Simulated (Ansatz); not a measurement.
# CH₂Si (singlet): from Hartree-Fock to the top rungs, cc-pVTZ

An exercise on one series of results from a longer session: the logs are not shown, and one member is left open.

Method: cc-pVTZ, core rule «outside noble gas», up to 6 orbitals frozen; program: Ansatz 0.2.0, Gaussian basis.

The runs, in order: UHF; CCSD(T) on RHF; CCSD(T) on UHF; BCCD(T) on RHF; CCSDT(Q) on RHF; CCSDT(Q) on UHF; CASSCF and MRCISD+Q, 10 electrons in 10 orbitals; CASSCF and NEVPT2, 10 electrons in 10 orbitals.

4 further runs of the same task are left out: 4 set aside as unsound or not needed.

### What is computed

The geometry is a PBE0/def2-TZVP stationary point (not a proven minimum).

4 atoms, charge 0, spin multiplicity 1.

Atoms are counted from 1 here; the program's logs count them from 0.

Bond lengths: Si1–C2 1.637 Å, Si1–H3 1.483 Å, C2–H4 1.078 Å. Angles: C2–Si1–H3 123.0°, Si1–C2–H4 153.9°.

The first run:

File in.yaml:

```yaml
crystal:
  periodic: [false, false, false]
  atoms:
    - {symbol: Si, position_ang: [0.000000, -0.101057, 0.500037]}
    - {symbol: C, position_ang: [0.000000, 0.164958, -1.114795]}
    - {symbol: H, position_ang: [0.000000, 0.995702, 1.498344]}
    - {symbol: H, position_ang: [0.000000, -0.145469, -2.147521]}
basis:
  gaussian: {orbitals: cc-pVTZ}
magnetization: {spin_polarized: true, initial_magnetization: 0}
hamiltonian: {xc: hf}
output: {orbitals: {seedname: orbitals}}
```

Command:

```console
$ ansatz run in.yaml --threads 1 --pin off --events-out ev --progress --plain --max-ram 4096MiB --backend cpu
```

Among the steps run: UHF; CCSD(T) on RHF; CCSD(T) on UHF; BCCD(T) on RHF; CCSDT(Q) on RHF; CCSDT(Q) on UHF; CASSCF and MRCISD+Q, 10 electrons in 10 orbitals; CASSCF and NEVPT2, 10 electrons in 10 orbitals.

One of the session's tables, all rows but one given; the rest of the session is left out.

| method | from RCCSDT(Q) (kcal/mol) |
| --- | --- |
| RHF | +205.36 |
| UHF | +184.55 |
| RMP2 | +32.69 |
| UMP2 | +50.87 |
| RCCSD | +15.21 |
| UCCSD | +17.30 |
| RCCSD(T) | +1.92 |
| UCCSD(T) | +6.17 |
| BCCD(T) | +2.14 |
| RCCSDT | +1.65 |
| UCCSDT | +2.20 |
| RCCSDT(Q) | 0 |
| UCCSDT(Q) | +0.16 |
| CASSCF valence | ? |
| NEVPT2 valence | +26.20 |
| MRCISD valence | +9.39 |
| MRCISD+Q valence | +1.93 |

Q: Estimate the row for CASSCF valence from the others.

**Answer.** from RCCSDT(Q) (kcal/mol): +113.77. In the column «from RCCSDT(Q) (kcal/mol)» it lies between UMP2 (+50.87) and UHF (+184.55).

With the free atoms at the same levels and basis (separate runs), the atomisation energy is 11.741 eV at RCCSDT(Q), 11.693 eV at RCCSD(T), 11.509 eV at UCCSD(T), 7.385 eV at RHF.

Caveats from the session: The determinant is far from a pure spin state, so its energy mixes those of several spin states (harmless only where they are near-degenerate, as at dissociation). Warnings: restricted reference is unstable; spin contamination; large T1 diagnostic. Restricted and unrestricted rows rest on different reference determinants; where their highest levels disagree by more than a few hundredths of an eV, they describe different states and don't form one ladder.
